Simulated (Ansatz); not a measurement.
Pulling the pair apart

The pair of HF (SMILES F, atoms 1–2) and SiH$_{4}$O (SMILES [SiH3]O, atoms 3–8), both closed shells, in one local arrangement (a lower one may exist), relaxed at PBE0-D4/def2-TZVP:

F1  (-0.630, -0.130, -2.744)
H2  (-0.215, -0.194, -1.904)
Si3  (-0.124, 0.211, 1.058)
O4  (0.518, -0.297, -0.393)
H5  (0.712, 1.289, 1.642)
H6  (-1.476, 0.706, 0.727)
H7  (-0.190, -0.923, 2.015)
H8  (1.404, -0.662, -0.399)
(Å)

SiH$_{4}$O is shifted rigidly along the line between the mean atom positions of the two fragments (negative: closer). Counterpoise interaction energies in kJ/mol. Computed with Ansatz 0.2.0 (basis: def2-TZVPPD); correlated methods freeze the cores.

| shift (Å) | MP2 | HF | PBE0-D4 |
| --- | --- | --- | --- |
| -0.17 | -26.3 | -22.3 | -33.4 |
| -0.08 | -30.2 | -26.8 | -36.3 |
| 0.00 | -32.0 | -29.1 | -37.1 |
| 0.08 | -32.2 | -29.8 | -36.5 |
| 0.20 | -30.9 | -29.2 | -34.3 |
| 0.42 | -26.4 | -25.5 | -28.6 |
| 0.84 | -17.3 | -17.3 | -18.2 |
| 1.68 | -7.2 | -7.6 | -7.3 |

Task: What does CCSD(T) give at these shifts? (Judge from chemistry; the value comes from the calculation.)

Result: Computed: -26.4, -30.4, -32.1, -32.4, -31.2, -26.6, -17.4, -7.2 kJ/mol. For zero shift, CCSD(T) at an estimated basis limit (MP2 extrapolated from triple and quadruple zeta, plus CCSD(T) − MP2 in triple zeta) gives -34.6 kJ/mol. These are counterpoise interaction energies, counted from the two frozen fragments.

No T1 diagnostic of these runs exceeds 0.011.

For scale, one of the runs: CCSD(T)/def2-TZVPPD, 213 basis functions, launched by `ansatz run in.yaml --threads 4 --pin off --events-out ev --progress --plain --max-ram 9574MiB`. Time: 19 s of wall clock on 4 CPU threads of an Intel Xeon 6975P-C; the host was shared. Peak host memory: 3.2 GiB.
